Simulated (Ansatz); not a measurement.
# BCCD(T)/STO-3G run of [CF3]+ (SMILES F[C+](F)F)

What is the vertical electron affinity of [CF3]+ at BCCD(T)/STO-3G? 

The calculation is run with Ansatz 0.2.0.

5 further runs of the same task are left out: 5 that didn't finish.

## Step 1: The system as given

[CF3]+: 4 atoms, total charge +1, spin state singlet. SMILES: `F[C+](F)F`. The coordinates come from a PBE0-D4/def2-TZVP relaxation.

Bond lengths: F1–C2 1.230 Å, C2–F3 1.230 Å, C2–F4 1.230 Å. Angles: F1–C2–F3 120.0°, F1–C2–F4 120.0°, F3–C2–F4 120.0°.

## Step 2: The energy at BCCD(T)/STO-3G

molecule.yaml reads:

```yaml
crystal:
  periodic: [false, false, false]
  atoms:
    - {symbol: F, position_ang: [0.698600, -0.114600, 1.005400]}
    - {symbol: C, position_ang: [0.000000, 0.000000, -0.000000]}
    - {symbol: F, position_ang: [-0.609500, -0.973400, -0.439400]}
    - {symbol: F, position_ang: [-0.089000, 1.088000, -0.566000]}
basis:
  gaussian:
    orbitals: STO-3G
total_charge: 1
correlation:
  method: bccd_t
  frozen_orbitals: {C: 1, F: 1}
accuracy: high
scf:
  omitted_lower_state_checks: [cluster_reference, increment]
```

Command:

```bash
$ ansatz run molecule.yaml --threads 1 --pin off --max-ram 2610MiB --events-out events.jsonl --progress --plain --runs-dir runs
```

Output, cut to the lines that bear on the results:

```text
Warning: RAYON_NUM_THREADS=1 ignored (pool sized by the plan → 1); use --threads N
Functional definition: HF
  name "HF"
[...]
369 factors; integrals over basis functions are off by at most 3.3e-8 eV
[...]
mean field -9012.70965429 eV, -331.2109707610 hartree, gradient 1.1e-8 eV, S^2 0.000000; 0 other end points of the search recorded, 0 dependent functions left out
4 core orbitals not correlated: weight in the atoms' cores, before any rotation towards them, 1.000 or more for the frozen orbitals, at most 0.000 for the correlated occupied ones
reference -9012.70965429 eV, -331.2109707610 hartree; 12, 12 occupied and 4, 4 virtual orbitals, 369 factors
second order -3.79215931 eV of doubles, -0.00000000 eV of singles
cycle   1  -3.86324842 eV  change   -7.1e-2 eV  update   9.6e-2
[...]
cycle  17  -4.13074619 eV  change   -1.9e-9 eV  update   1.9e-9
perturbative correction -0.40540515 eV, -0.0148983644 hartree
Total energy: -9017.24580563 eV, -331.3776712481 hartree
Checks for a lower state left out: cluster_reference, increment
```

Wall time 0.2 s (1 thread of Arm Neoverse V2, shared host).

## Step 3: Doublet neutral CF3

in.yaml reads:

```yaml
basis:
  gaussian: {orbitals: STO-3G}
crystal:
  periodic: [false, false, false]
  atoms:
    - symbol: F
      position_ang: [0.698600, -0.114600, 1.005400]
    - symbol: C
      position_ang: [0.000000, 0.000000, -0.000000]
    - symbol: F
      position_ang: [-0.609500, -0.973400, -0.439400]
    - symbol: F
      position_ang: [-0.089000, 1.088000, -0.566000]
total_charge: 0
magnetization: {spin_polarized: true, initial_magnetization: 1}
correlation: {method: bccd_t, frozen_orbitals: {C: 1, F: 1}}
accuracy: high
scf: {omitted_lower_state_checks: [cluster_reference, increment]}
```

Command:

```bash
$ ansatz run in.yaml --threads 1 --pin off --max-ram 2610MiB --events-out events.jsonl --progress --plain --runs-dir runs
```

Output, cut to the lines that bear on the results:

```text
Warning: RAYON_NUM_THREADS=1 ignored (pool sized by the plan → 1); use --threads N
[... 2 set-up lines as earlier in the session ...]
[...]
369 factors; integrals over basis functions are off by at most 3.3e-8 eV
[...]
mean field -9017.63092819 eV, -331.3918242411 hartree, gradient 1.4e-8 eV, S^2 0.756043; 0 other end points of the search recorded, 0 dependent functions left out
4 core orbitals not correlated: weight in the atoms' cores, before any rotation towards them, 1.000 or more for the frozen orbitals, at most 0.000 for the correlated occupied ones
reference -9017.63092819 eV, -331.3918242411 hartree; 13, 12 occupied and 3, 4 virtual orbitals, 369 factors
second order -2.13407606 eV of doubles, -0.00000000 eV of singles
cycle   1  -2.46204159 eV  change   -3.3e-1 eV  update   5.4e-2
[...]
cycle  17  -2.63048204 eV  change   -1.5e-9 eV  update   1.6e-9
perturbative correction -0.11265289 eV, -0.0041399175 hartree
Total energy: -9020.37406312 eV, -331.4926325905 hartree
Checks for a lower state left out: cluster_reference, increment
```

It took 0.6 s on 1 thread of Arm Neoverse V2, shared host.

## Step 4: Outcome

Level: BCCD(T)/STO-3G, 4 core orbitals frozen.

| quantity | value |
| --- | --- |
| singlet [CF3]+: total energy | -331.37767 Eh |
| singlet [CF3]+: correlation energy (4 core orbitals frozen) | -166.7 mEh |
| singlet [CF3]+: (T) correction | -14.90 mEh |
| doublet neutral CF3: total energy | -331.49263 Eh |
| doublet neutral CF3: correlation energy (4 core orbitals frozen) | -100.8 mEh |
| doublet neutral CF3: (T) correction | -4.14 mEh |
| doublet neutral CF3: ⟨S²⟩ of the reference determinant | 0.756 |
| vertical electron affinity (to the doublet neutral) | 3.128 eV |

What this shows: At fixed nuclei the extra electron is bound by 3.13 eV (302 kJ/mol). In a minimal basis such a difference can be off by several eV, whatever the method. The triples (singlet [CF3]+) make up 8.9 % of the correlation energy. The triples (doublet neutral CF3) make up 4.1 % of the correlation energy.
